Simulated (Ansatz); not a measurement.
```yaml
atoms:
  - { symbol: C, position_ang: [-0.0524, -0.1125, -0.1162] }
  - { symbol: H, position_ang: [-0.2860, -0.0403, 0.9582] }
  - { symbol: H, position_ang: [0.4919, 0.8235, -0.3206] }
```

Basis set: def2-SVP (spherical functions). Frozen core: 1 orbital. Charge 0, multiplicity 3.

Computed with Ansatz (development build ahead of 0.2.0); each method stands on the lowest determinant of its kind that the runs found.

The vertical ionization energy (product with multiplicity 2 at the same shape, open shells in the same class of orbitals) of triplet CH2:

```csv
method,ionization energy
UHF,9.94 eV
```

Problem. What does UHF-MP2 give?

Solution. 10.38 eV.
